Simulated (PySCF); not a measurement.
Symmetry of computed structures. Computed, not measured: PBE0-D3(BJ)/def2-SVP geometry optimisation, gas phase (PySCF). The symmetry is that of the one conformer found, every atom within 0.08 Å of its image; none is proved a minimum here. The geometries of the anions come from a basis without diffuse functions.

Task: What symmetry has `[N:1]#[C:2][CH2:3]/[CH:4]=[CH:5]/[CH2:6][C:7]#[N:8]` with C2–C3–C4–C5 -119°, C4–C5–C6–C7 120°?

Result: Ci; near-prolate asymmetric top; symmetry number 1; 2 operations, which sort the 14 atoms into 7 sets; dipole forbidden by symmetry (computed 0.00 D); heavy atoms equivalent by symmetry: N1/N8, C2/C7, C3/C6, C4/C5.

Task: `[O:1]=[Os:2](=[O:3])(=[O:4])=[O:5]` (singlet state): symmetry, top, dipole?

Result: Td; spherical top; symmetry number 12; 24 operations, which sort the 5 atoms into 2 sets; dipole forbidden by symmetry (computed 0.00 D); heavy atoms equivalent by symmetry: O1/O3/O4/O5.

Task: Point group, rotor type and polarity of `[CH:1]1=[CH:2][GaH2-:3][O:4]1` (charge -1)?

Result: Cs; asymmetric top; symmetry number 1; 2 operations, which sort the 8 atoms into 7 sets; dipole about the centre of mass 0.75 D, in the ab plane, which is the mirror; heavy atoms equivalent by symmetry: none.

Task: What symmetry has `c1cccs1`?

Result: C2v; asymmetric top; symmetry number 2; 4 operations, which sort the 9 atoms into 5 sets; dipole 0.46 D, along a, the twofold axis; A, B, C = 8044, 5410, 3235 MHz.

Task: Point group, rotor type and polarity of `C=C`?

Result: D2h; near-prolate asymmetric top; symmetry number 4; 8 operations, which sort the 6 atoms into 2 sets; dipole forbidden by symmetry (computed 0.00 D).
